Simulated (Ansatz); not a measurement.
# C₂H₄N₂O₂: basis-set convergence

An exercise on one series of results from a longer session: the logs are not shown, and one member is left open.

Method: one geometry, several basis sets; program: Ansatz 0.2.0, Gaussian basis.

Levels to be run: PBE0-D4/def2-SVP; ωB97M-V/def2-SVP; PBE0-D4/def2-QZVPP; ωB97M-V/def2-QZVPP; the functionals' def2-TZVPP values are taken from earlier runs.

## Structure used throughout

The geometry comes from an earlier relaxation with PBE0-D4 in a triple-zeta def2 set; it is a stationary point, not always the lowest conformer.

SMILES `N/C(O)=N\C=O`, 10 atoms, charge 0, spin multiplicity 1.

Atoms are counted from 1 here; the program's logs count them from 0.

Bond lengths: N1–C2 1.323 Å, N1–H7 1.004 Å, N1–H8 1.017 Å, C2–O3 1.330 Å, C2–N4 1.308 Å, O3–H9 0.967 Å, N4–C5 1.362 Å, C5–O6 1.224 Å, C5–H10 1.101 Å. Angles: C2–N1–H7 120.5°, C2–N1–H8 115.1°, H7–N1–H8 124.4°, N1–C2–O3 114.5°, N1–C2–N4 127.6°, O3–C2–N4 117.9°, C2–O3–H9 105.5°, C2–N4–C5 118.6°, N4–C5–O6 128.0°, N4–C5–H10 112.2°, O6–C5–H10 119.8°.

Set-up of the first run:

in.yaml reads:

```yaml
crystal:
  periodic: [false, false, false]
  atoms:
    - {symbol: N, position_ang: [-0.726700, -1.115892, -0.062009]}
    - {symbol: C, position_ang: [0.167697, -0.374030, 0.571073]}
    - {symbol: O, position_ang: [0.614673, -0.899842, 1.707568]}
    - {symbol: N, position_ang: [0.642784, 0.788046, 0.204805]}
    - {symbol: C, position_ang: [0.193267, 1.338387, -0.956871]}
    - {symbol: O, position_ang: [-0.627146, 0.879803, -1.740363]}
    - {symbol: H, position_ang: [-1.017742, -1.998150, 0.318699]}
    - {symbol: H, position_ang: [-1.075463, -0.722714, -0.932753]}
    - {symbol: H, position_ang: [1.251034, -0.260515, 2.056219]}
    - {symbol: H, position_ang: [0.660494, 2.313807, -1.163369]}
basis:
  gaussian: {orbitals: def2-SVP}
hamiltonian: {xc: pbe0, dispersion: d4}
output: {orbitals: {seedname: orbitals}}
```

Among the steps run: PBE0-D4 in def2-SVP; ωB97M-V in def2-SVP; PBE0-D4 in def2-QZVPP; ωB97M-V in def2-QZVPP.

One table of the session follows, with a row left open; its other results are not shown here.

It belongs to the step «Functionals by basis». 

```
functional       basis  HOMO (eV)
   PBE0-D4    def2-SVP      -7.33
   PBE0-D4  def2-TZVPP      -7.53
   PBE0-D4  def2-QZVPP      -7.58
   ωB97M-V    def2-SVP      -9.73
   ωB97M-V  def2-TZVPP      -9.95
   ωB97M-V  def2-QZVPP          ?
```

Estimate the missing values for ωB97M-V, def2-QZVPP.

As computed: HOMO (eV): -10.00. In the column «HOMO (eV)» it is the lowest.
